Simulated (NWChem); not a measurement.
Everything below was run with NWChem. System: B, charge 0, spin multiplicity 2. Its SCF solution wasn't tested for a lower state. Level: G0W0@UPBE/def2-TZVPD, RI basis def2-tzvpd-rifit.

The NWChem input:

```
start mol
memory heap 200 mb stack 700 mb global 1700 mb
geometry units angstroms nocenter noautoz
  B      0.000000     0.000000     0.000000
  symmetry group D2h
end
basis spherical
  * library def2-tzvpd
end
basis "ri basis" bse spherical
  * library def2-tzvpd-rifit
end
dft
  xc xpbe96 cpbe96
  odft
  mult 2
  iterations 100
  direct
  tolerances tight
end
task dft energy
gw
  states alpha occ 4 vir 2
  states beta occ 4 vir 2
end
task dft gw
```

NWChem printed:

```
             Northwest Computational Chemistry Package (NWChem) 7.3.0
             --------------------------------------------------------

                                NWChem Input Module
                                -------------------

 Scaling coordinates for geometry "geometry" by  1.889725989
 (inverse scale =  0.529177249)

                             Geometry "geometry" -> ""
                             -------------------------

 Output coordinates in angstroms (scale by  1.889725989 to convert to a.u.)

  No.       Tag          Charge          X              Y              Z
 ---- ---------------- ---------- -------------- -------------- --------------
    1 B                    5.0000     0.00000000     0.00000000     0.00000000

 Effective nuclear repulsion energy (a.u.)       0.0000000000

            Nuclear Dipole moment (a.u.)
            ----------------------------
        X                 Y               Z
 ---------------- ---------------- ----------------
     0.0000000000     0.0000000000     0.0000000000

      Symmetry information
      --------------------

 Group name             D2h
 Group number             26
 Group order               8
 No. of unique centers     1

      Symmetry unique atoms

     1


 Summary of "ao basis" -> "" (spherical)
 ------------------------------------------------------------------------------
       Tag                 Description            Shells   Functions and Types
 ---------------- ------------------------------  ------  ---------------------
 *                         def2-tzvpd                 on all atoms

 new library libraries.bse/

 Summary of "ri basis" -> "" (spherical)
 ------------------------------------------------------------------------------
       Tag                 Description            Shells   Functions and Types
 ---------------- ------------------------------  ------  ---------------------
 *                      def2-tzvpd-rifit              on all atoms

  pbe96 is a nonlocal functional; adding pw91lda local functional.

                                 NWChem DFT Module
[...]
 overlap   1.000  0.998  0.995  1.000  1.000  0.996  1.000  1.000  0.994  0.995

   alpha     11     12     13     14     15     16     17     18     19     20
    beta      7      8     12     13     15     19     18     20     16     17
 overlap   1.000  1.000  1.000  1.000  0.997  1.000  1.000  0.998  1.000  1.000

   alpha     21     22     23     24     25     26     27     28     29     30
    beta     24     22     21     23     27     28     31     29     30     26
 overlap   1.000  1.000  1.000  0.998  1.000  1.000  1.000  1.000  1.000  1.000

   alpha     31     32     33     34     35     36     37
    beta     25     35     34     36     33     32     37
 overlap   1.000  1.000  1.000  0.999  1.000  1.000  1.000

     --------------------------
     Expectation value of S2:
     --------------------------
      <S2> =      0.7533 (Exact =     0.7500)

 Task  times  cpu:        0.6s     wall:        0.6s

                                NWChem Input Module
                                -------------------

                                 NWChem GW Module
                                 ----------------

                             ***********************
                             ***        GW       ***
                             ***********************

 Summary of "ri basis" -> "ri basis" (spherical)
 ------------------------------------------------------------------------------
       Tag                 Description            Shells   Functions and Types
 ---------------- ------------------------------  ------  ---------------------
 B                      def2-tzvpd-rifit            26       92   9s7p5d4f1g

                 Memory Information
                 ------------------
          Available GA per process is          1700.0 MBs
          Available stack per process is        700.0 MBs
          Available heap per process is           0.0 MBs

          Peak memory in Initialization
              Peak GA per process is                  0.3 MBs
              Peak stack per process is               0.0 MBs
              Peak heap per process is                0.4 MBs
              Memory not in MA per process            0.0 MBs

          Peak memory in AFF Calculation
              Peak GA per process is                  0.6 MBs
              Peak stack per process is               0.2 MBs
              Peak heap per process is                0.0 MBs
              Memory not in MA per process            0.2 MBs

          Computing 2-center integrals
          Computing Inverse Cholesky factor
          Computing 3-center integrals
          Computing V_xc ...

          Computing Sigma_x
          Computing RPA polarizability
          Solving quasiparticle equations

                  Alpha Orbitals
          State     Energy (eV)     Error (eV)
          -----------------------------------
@GW         1       -187.674           0.002
@GW         2        -11.690           0.004
@GW         3         -7.581           0.002
@GW         4         -0.207           0.002
@GW         5         -0.207           0.002

                   Beta Orbitals
          State     Energy (eV)     Error (eV)
          -----------------------------------
@GW         1       -187.420           0.002
@GW         2        -12.381           0.002
@GW         3          0.249           0.004
@GW         4          0.249           0.004

   Applying   3.3997 eV scissor-shift to rest of hole states

   Applying   3.5608 eV scissor-shift to rest of hole states

     GW Timing Statistics
   ------------------------
   Init.   :          0.1s
     ERIs  :          0.0s
     Distr.:          0.0s
     Vxc   :          0.0s
   Sigma_x :          0.0s
   RPA     :          0.0s
   Wmn     :          0.0s
   Sigma_c :          0.0s
   GW total:          0.1s

 Task  times  cpu:        0.1s     wall:        0.1s

 Total times  cpu:        0.8s     wall:        0.8s
```
